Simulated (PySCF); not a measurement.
AlO⁺ from Hartree–Fock to correlated methods

State: ³Π (triplet), unpaired electrons σ ↑, π ↑. Set-up: PySCF, no relativity, basis sets Al def2-TZVPPD, O def2-TZVPPD. De refers to Al⁺ + O in their high-spin ground configurations, without counterpoise correction. The functionals are run spin-unrestricted. A positive dipole points towards O; it is taken about the centre of mass and depends on that origin.

```tsv
Level	Re (Å)	ωe (cm⁻¹)	De (eV)	μ (D)
UHF	1.696	867	0.257	-5.08
UHF-MP2	1.723	837	1.38	n/a
UHF-SCS-MP2	1.723	834	1.20	n/a
UHF-CCSD	1.727	791	0.98	n/a
UHF-CCSD(T)	1.735	778	1.12	n/a
LDA	1.737	755	2.15	-4.30
PBE	1.760	720	1.69	-4.29
r²SCAN	1.733	776	1.80	-4.54
TPSSh	1.743	753	1.51	-4.40
B3LYP	1.744	736	1.33	-4.52
PBE0	1.733	765	1.42	-4.54
B97-3	1.740	752	1.31	-4.48
M06-2X	1.727	792	1.33	-4.72
CAM-B3LYP	1.728	774	1.35	-4.63
```

(1) Which functional lies closest to UHF-CCSD(T) in De, which farthest, and by how much do they differ from it?

(2) What does the step from GGA to meta-GGA do here, going from PBE to r²SCAN?

(3) What does the gradient correction do here, going from LDA to PBE?

Correlated steps freeze 6 core orbitals. For an ion De counts to the pair picked by the measured ionisation energies or electron affinities, which need not be the lowest pair at this level. Counting both spins, an empty level lies below a filled one in some of these solutions, because spin and occupation are held. The state was picked by a PBE0 search and need not be the measured ground state.

The whole job (state search and all levels along the bond) took about 4.4 min on 2 threads of Intel Xeon Platinum 8375C @ 2.90GHz (shared host), peak memory 3.2 GiB.

Answers

(1) Closest is B97-3 (+0.5 pm in Re, -3.3 % in ωe, +0.19 eV in De against UHF-CCSD(T) in the same basis), farthest LDA (+0.2 pm in Re, -3.0 % in ωe, +1.03 eV in De). CCSD(T) converges more slowly with the basis than the functionals do and binds too weakly in this one, so the order can change at the basis-set limit.

(2) r²SCAN less PBE: -2.7 pm in Re, +7.8 % in ωe, +0.11 eV in De. 

(3) PBE less LDA: +2.3 pm in Re, -4.6 % in ωe, -0.46 eV in De. The gradient correction favours the more uneven density of free atoms, so it tends to lengthen bonds and takes away much of the overbinding of LDA; so it does here.
